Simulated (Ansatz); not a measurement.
# C₃H₆N₂O: up Jacob's ladder to CCSD(T)

One table from this session's results is given with a row withheld; the runs are named, their logs left out.

Program: Ansatz 0.2.0, Gaussian basis. Level of theory: functionals in def2-TZVPP, the program's frozen cores in correlated methods. These are calculated values, not measurements.

Levels to be run: PBE-D4, r2SCAN-D4, PBE0-D4, B3LYP-D4, ωB97X-V, ωB97M-V, B2PLYP; CCSD(T)/def2-TZVPP; MP2/def2-QZVPP; extrapolation to the limit.

## Structure used throughout

An earlier PBE0-D4 in a triple-zeta def2 set relaxation fixed the geometry.

SMILES `N/C=N\CC=O`, 12 atoms, charge 0, spin multiplicity 1.

Atoms are counted from 1 here; the program's logs count them from 0.

Bond lengths: N1–C2 1.357 Å, N1–H7 1.004 Å, N1–H8 1.010 Å, C2–N3 1.277 Å, C2–H9 1.090 Å, N3–C4 1.454 Å, C4–C5 1.505 Å, C4–H10 1.093 Å, C4–H11 1.099 Å, C5–O6 1.206 Å, C5–H12 1.108 Å. Angles: C2–N1–H7 118.0°, C2–N1–H8 119.5°, H7–N1–H8 116.3°, N1–C2–N3 128.7°, N1–C2–H9 114.2°, N3–C2–H9 117.0°, C2–N3–C4 116.6°, N3–C4–C5 107.9°, N3–C4–H10 108.3°, N3–C4–H11 113.0°, C5–C4–H10 109.9°, C5–C4–H11 108.8°, H10–C4–H11 109.0°, C4–C5–O6 123.5°, C4–C5–H12 115.9°, O6–C5–H12 120.4°.

The first run:

in.yaml reads:

```yaml
crystal:
  periodic: [false, false, false]
  atoms:
    - {symbol: N, position_ang: [-0.204434, -1.276274, 1.045980]}
    - {symbol: C, position_ang: [0.916275, -0.516629, 0.951743]}
    - {symbol: N, position_ang: [1.265536, 0.277516, 0.014521]}
    - {symbol: C, position_ang: [0.360813, 0.386830, -1.118707]}
    - {symbol: C, position_ang: [-0.829396, 1.198431, -0.683088]}
    - {symbol: O, position_ang: [-1.883485, 0.711975, -0.354876]}
    - {symbol: H, position_ang: [-0.370297, -1.768115, 1.905134]}
    - {symbol: H, position_ang: [-1.022381, -1.025827, 0.508635]}
    - {symbol: H, position_ang: [1.616343, -0.647064, 1.777500]}
    - {symbol: H, position_ang: [0.884458, 0.900919, -1.928722]}
    - {symbol: H, position_ang: [0.009868, -0.588327, -1.483046]}
    - {symbol: H, position_ang: [-0.666300, 2.291464, -0.601274]}
basis:
  gaussian: {orbitals: def2-TZVPP}
hamiltonian: {xc: pbe, dispersion: d4}
output: {forces: true, orbitals: {seedname: orbitals}}
```

The run is started by

```console
$ ansatz run in.yaml --threads 4 --pin off --events-out ev --progress --plain --max-ram 10444MiB
```

Among the steps run: PBE-D4 (GGA); r2SCAN-D4 (meta-GGA); PBE0-D4 (hybrid); B3LYP-D4 (hybrid); ωB97X-V (range-separated); ωB97M-V (range-separated); B2PLYP (double hybrid); CCSD(T) in def2-TZVPP; MP2 in def2-QZVPP.

One table of the session follows, with a row left open; its other results are not shown here.

| method | atomisation energy (eV) |
| --- | --- |
| PBE-D4 | 53.001 |
| r2SCAN-D4 | 50.919 |
| PBE0-D4 | 51.312 |
| B3LYP-D4 | 51.121 |
| ωB97X-V | 51.038 |
| ωB97M-V | 51.093 |
| B2PLYP | 50.462 |
| HF/def2-TZVPP | 34.183 |
| MP2/def2-TZVPP | 50.404 |
| CCSD/def2-TZVPP | 48.116 |
| CCSD(T)/def2-TZVPP | 49.176 |
| MP2/CBS | ? |
| CCSD(T)/CBS | 50.712 |

Estimate the missing values for MP2/CBS.

**Answer.** atomisation energy (eV): 51.940. In the column «atomisation energy (eV)» it lies between PBE0-D4 (51.312) and PBE-D4 (53.001).

To keep in mind: Free atoms (2 N, 3 C, 1 O, 6 H) were run apart at each level; the atomisation energy is their sum less the molecule, without zero-point or spin-orbit terms.
